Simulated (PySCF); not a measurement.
BeH, charge +1.

```xyz
2

Be     0.0000     0.0000    -0.2637
H      0.0000     0.0000     1.0547
```
Charge +1, spin multiplicity 1.

Geometry optimised at r2SCAN-D4/def2-TZVPD. The spin state was assumed, not searched.

Method: KT2/pcSseg-2 run with PySCF. Non-relativistic, no solvent.

Computed absolute GIAO shielding of each atom: isotropic value and principal components (ppm):
```tsv
atom	σ(iso)	σ11	σ22	σ33	span
Be1	119.1	107.0	107.0	143.2	36.2
H2	24.6	23.1	23.1	27.4	4.3
```
